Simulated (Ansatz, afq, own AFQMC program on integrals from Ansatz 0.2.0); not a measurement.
## AlCl, triplet in def2-TZVP, levels against CCSDT(Q)

```xyz
2

Al    0.0128    0.2022    0.0294
Cl   -0.1203   -1.8964   -0.2753
```

Basis def2-TZVP. Noble-gas cores (and the filled d shells of Ga–Kr and In–Xe) are frozen. Integrals, coupled cluster, full CI and functionals: Ansatz 0.2.0; the random walks run on the same integrals in our own AFQMC program. ph-AFQMC/CISD is guided by a CISD state made of CCSD amplitudes; releasing the constraint for a short imaginary time cuts its bias at the price of noise, slowly where states lie close. Uncertainties: one standard error, sampling alone.

Determinant: UHF, the one that the program's search chose, which needn't be the lowest solution. The geometry is a PBE0/def2-SVP stationary point of this or a neighbouring charge and spin state.

No full CI on the walks' own integrals is used here; CCSDT(Q) serves as the reference and is uncertain by about the last step of the cluster series.

- T1 diagnostic: 0.0152
- weight of the determinant in the CISD state: 0.898
- ⟨S²⟩ of the determinant: 2.003
- size of the correlated space: 10 electrons in 64 orbitals

Reference: CCSDT(Q), correlation energy -6.695 eV. The released energy is read at 2.40 1/Eh (meV from the phaseless value at times in 1/Eh: -3 ± 3 at 0.24, -7 ± 4 at 0.51, -3 ± 3 at 0.99, -15 ± 3 at 1.62, -11 ± 5 at 2.40).

```tsv
level	E − E(reference) (meV)	share of correlation (%)
HF	6695.0	0.00
MP2	891.9	86.68
CCSD	312.9	95.33
CCSD(T)	35.6	99.47
CCSDT	14.1	99.79
ph-AFQMC/CISD	9.3 ± 3.2	99.86
released AFQMC	-1.6 ± 5.3	100.02
```

A walk keeps the symmetry of its determinant, which the program's search chose and which needn't be the lowest solution, so a lower state of the same spin and another symmetry isn't excluded. Released energies are given only where the last usable release times agree within the noise; a slower fall can still hide under it.
